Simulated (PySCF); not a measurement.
Bond curve of SiCl

Set-up: PySCF, spin-free X2C with a Gaussian nucleus, basis sets Si x2c-TZVPPall, Cl x2c-TZVPPall. Energies in eV from Si + Cl in their ground configurations at the same level. State: ²Π (doublet), unpaired electrons π ↑.

All columns are TPSS. A positive dipole means Si(−)Cl(+).

```csv
R (Å),E (eV),μ (D),Mulliken charge on Si (basis-dependent),HOMO (eV),LUMO (eV),Mayer bond order,⟨S²⟩
1.784,-3.371,1.01,0.01,-3.61,-3.15,1.51,0.76
1.867,-3.980,0.54,0.07,-3.81,-3.33,1.45,0.76
1.950,-4.317,0.07,0.12,-4.00,-3.51,1.38,0.76
2.012,-4.441,-0.30,0.16,-4.14,-3.64,1.34,0.76
2.074,-4.485,-0.66,0.19,-4.28,-3.77,1.30,0.76
2.136,-4.466,-1.03,0.22,-4.41,-3.89,1.26,0.76
2.219,-4.372,-1.51,0.25,-4.58,-4.05,1.21,0.76
2.323,-4.178,-2.09,0.29,-4.79,-4.24,1.16,0.76
2.447,-3.879,-2.77,0.32,-5.01,-4.45,1.11,0.76
2.613,-3.432,-3.60,0.36,-5.28,-4.71,1.06,0.76
```

A fit through these points gives, at Re = 2.084 Å, μ = -0.72 D and dμ/dR = -5.86 D/Å; the reduced mass is 15.54 u.

How strong is the fundamental in the double-harmonic approximation, I = 42.26·(dμ/dR)²/μred km/mol?

I = 42.26·(-5.86)²/15.54 = 93.4 km/mol at TPSS.

The state is the lowest determinant that a PBE0 search found; another state may lie lower at other levels.
